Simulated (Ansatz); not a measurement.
Species: C2H5S, charge 0, doublet. C2H5S (SMILES C[CH]S, doublet).
B3LYP-D3(BJ)/def2-TZVP minimum from Ansatz (a program for electronic structure):
```
C
H 1 1.0800
C 1 1.4873 2 121.01
H 3 1.0916 1 110.45 2 37.93
H 3 1.0934 4 107.87 1 -122.15
H 3 1.0995 4 107.14 5 -114.80
S 1 1.7329 2 118.12 3 -161.68
H 7 1.3427 1 97.92 2 -17.22
```
Charge 0, spin multiplicity 2.

Property: atomisation energy (electronic, to ground-state atoms), in kJ/mol. Open shells are spin-unrestricted; no spin-orbit coupling. CBS(X,Y): correlation extrapolated as X^-3, Hartree-Fock from the larger set. A bracket is a step between two methods taken in the basis named. Functionals run without relativity, which enters their misses. 'core' is core correlation in cc-pwCVTZ (1s frozen past Ne), 'X2C' scalar relativity in cc-pVTZ-DK, both at CCSD(T). Where a partner has so few electrons that a lower coupled-cluster level is exact, that level stands in.

CCSD(T)/CBS(cc-pV(T+d)Z,cc-pV(Q+d)Z) + [CCSDT(Q) - CCSD(T)]/cc-pV(D+d)Z + core + X2C (Ansatz) gives 2803.6 kJ/mol.

Problem. How far off this value is PBE/def2-TZVPD (Ansatz), in which direction, and which of these levels come nearer: r2SCAN/def2-TZVPD, B3LYP/def2-TZVPD, wB97M-V/def2-TZVPD, CCSD(T)/CBS(cc-pV(T+d)Z,cc-pV(Q+d)Z) + core + X2C?

Solution. PBE gives 2852.3 kJ/mol, 48.7 kJ/mol above it. Differences of the others: r2SCAN/def2-TZVPD (Ansatz) 16.9; B3LYP/def2-TZVPD (Ansatz) -17.5; wB97M-V/def2-TZVPD (Ansatz) 2.9; CCSD(T)/CBS(cc-pV(T+d)Z,cc-pV(Q+d)Z) + core + X2C (Ansatz) -2.2 kJ/mol. Nearer than PBE: r2SCAN/def2-TZVPD, B3LYP/def2-TZVPD, wB97M-V/def2-TZVPD, CCSD(T)/CBS(cc-pV(T+d)Z,cc-pV(Q+d)Z) + core + X2C.
